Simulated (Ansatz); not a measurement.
`CC(C)CCO` → `[CH2]` (triplet) + `CC(C)CO`  (formal loss of a carbene)

Isolated molecules relaxed with PBE0-D4/def2-TZVP in Ansatz; ΔE leaves out vibrations. CCSD(T)/CBS adds triple-zeta CCSD(T) − MP2 to the extrapolated MP2 energy (def2 sets, frozen cores). This one scheme is used for every species. Functionals use def2-TZVPP. Triplets are unrestricted, without spin–orbit coupling. Each species was taken in one conformer, which may not be the lowest.

(1) Is it downhill or uphill in electronic energy at CCSD(T)/CBS, and by how much? (Best estimate.)

(2) What do these levels give: r2SCAN-D4, PBE0, HF/def2-TZVPP, SCS-MP2/def2-TZVPP, MP2/def2-QZVPP, MP2/CBS(def2)? (Best estimate.)

Largest T1 diagnostic among the species: 0.011.

## Answers

(1) Computed: Uphill: ΔE = +4.50 eV.

(2) Computed: r2SCAN-D4 4.24, PBE0 4.39, HF/def2-TZVPP 2.95, SCS-MP2/def2-TZVPP 4.52, MP2/def2-QZVPP 4.59, MP2/CBS(def2) 4.63 eV.

In def2-TZVPP, CCSD(T) changes the Hartree–Fock value by +1.44 eV (the triples alone add +0.12 eV) and MP2 by +1.57 eV. The D4 term adds +0.12 eV with B3LYP and +0.07 eV with PBE0; it sums over pairs of atoms, weighted by their polarisabilities, and B3LYP, whose exchange is more repulsive, gets the larger term. From PBE to PBE0 (25 % exact exchange), in def2-TZVPP and without D4, ΔE moves by −0.07 eV.

B3LYP here is the variant with VWN-RPA as its local correlation; programs differ in this.
